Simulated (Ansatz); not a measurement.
This geometry of CH3 + CH6Si (12 atoms, charge 0, multiplicity 2) is a first-order saddle point.

Computed with UKS r2SCAN-D4/def2-SVP in Ansatz 0.2.0.

```xyz
12
Properties=species:S:1:pos:R:3
H -0.545 -0.117 -0.701
Si 0.606 -0.924 0.092
C 1.254 0.126 1.516
C -1.695 0.752 -1.450
H 0.029 -2.209 0.603
H 1.710 -1.255 -0.865
H 1.678 1.072 1.145
H 0.445 0.372 2.223
H 2.043 -0.402 2.076
H -2.289 1.095 -0.599
H -2.146 -0.018 -2.082
H -1.088 1.506 -1.958
```

Question: Which two structures does it join? (They come from a converged band through this point; their orientation in space is the band's.)

Answer: Bonds broken: H1–Si2. Bonds formed: H1–C4. CH3 + CH6Si becomes CH4 + CH5Si.

First end point:

```xyz
12
Properties=species:S:1:pos:R:3
H 0.379 -0.931 -1.251
Si 1.041 -1.292 0.039
C 1.036 0.159 1.233
C -2.076 1.211 -1.205
H 0.313 -2.460 0.627
H 2.442 -1.722 -0.261
H 1.567 1.024 0.806
H 0.007 0.474 1.464
H 1.532 -0.110 2.179
H -2.520 1.627 -0.300
H -2.475 0.293 -1.638
H -1.246 1.725 -1.692
```

Last end point:

```xyz
12
Properties=species:S:1:pos:R:3
H -1.257 0.307 -1.280
Si 1.152 -1.326 0.359
C 1.466 -0.023 1.682
C -2.040 0.966 -1.684
H 0.598 -2.592 0.935
H 2.383 -1.628 -0.438
H 1.842 0.911 1.237
H 0.543 0.209 2.235
H 2.216 -0.378 2.410
H -2.578 1.447 -0.856
H -2.745 0.371 -2.281
H -1.581 1.735 -2.318
```

Question: How far does it lie above each of them?

Answer: 5.6 kcal/mol above the first and 21.2 kcal/mol above the second. This is the barrier of this one path; another mechanism may lie lower.

Run time: 19 min on 4 threads of Arm Neoverse N1, with other jobs on the host, peak memory 0.3 GiB.
